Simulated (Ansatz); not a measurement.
# Bulk modulus B0 of elemental metals

Method: BLYP (PAW; Ansatz, a first-principles code). References are measured values corrected to a static lattice. The table is a random draw of 6 from 26 solids with such references.

Values in GPa.

```
solid                              reference  BLYP  error (%)
--------------------------  ----------------  ----  ---------
bcc Ba                      9.34 (9.34–10.6)  8.30      -11.1
fcc Sr                                  12.5  10.5      -16.0
fcc Cu                                   144     ?          ?
body-centred tetragonal In             44.7¶  23.2        -48
bcc V                                    161   169       +5.0
fcc Ag                         110 (104–111)  68.9        -37
```

### Question
Estimate the withheld BLYP value.

### Answer
The errors of the other rows run from -48 % to +5.0 %, with a median of -16.0 %; carried to the reference 144 it gives 121 GPa. The run gives 116 GPa (-19.4 %), -4.1 % from the estimate; the row was drawn at random, and such an estimate is rough. Over these 6 solids the mean error is -21 %, the mean absolute error 23 % (median 17.7 %), and the worst case body-centred tetragonal In at -48 %; the value is below the reference in 5 of 6 cases. Over all 26, from unrounded values, the mean error is -19.7 % and the mean absolute error 20 % (median 15.7 %). Caveats on values not shown: the cell is over a tenth larger than the published one: the level's own overestimate first of all, though another phase or state, or a fault of the published cell, is possible (5).

All these references are brought to a static lattice.

Spin–orbit coupling is left out, also for the solids with elements from indium on (bcc Ba, body-centred tetragonal In); its size isn't shown.

¶ marks references of a special kind: body-centred tetragonal In, 44.7 GPa (measured, copied from a table, unchecked, extrapolated to 0 K and zero-point effects removed; as tabulated in Lejaeghere et al. (2013), arXiv:1204.2733).

In Ansatz's fits of the non-cubic solids, shape and atoms are relaxed at each volume.

Brackets give the range of the sources taken for a reference, where it is wide; it can hold other temperatures.

Differences are worked out from the printed values.

Each level is taken at its own relaxed cell. Caveats: the cell is over a tenth larger than the published one: the level's own overestimate first of all, though another phase or state, or a fault of the published cell, is possible (body-centred tetragonal In, fcc Ag). Ansatz's density-functional and Hartree–Fock values are scalar-relativistic unless marked +SOC, with PAW data made under PBE.

Ansatz's runs of these crystals have no spin polarisation.

Not in this set, of the elemental metals with a reference value in our tables and a result at some level: 9 for no value at BLYP (not run, a failed fit, an unstable or unbound cell, or a value held back for tests); 6 for sources at odds; 3 for a reference at room or unstated temperature. These can be a level's best or worst cases. Solids without a released value at any level aren't counted. Layered and molecular crystals are counted apart. The metals Ce to Yb are counted apart.

References as tabulated in Levämäki et al. (2014), arXiv:1402.3671; Mejia-Rodriguez and Trickey (2018), arXiv:1807.09216; Lejaeghere et al. (2013), arXiv:1204.2733.
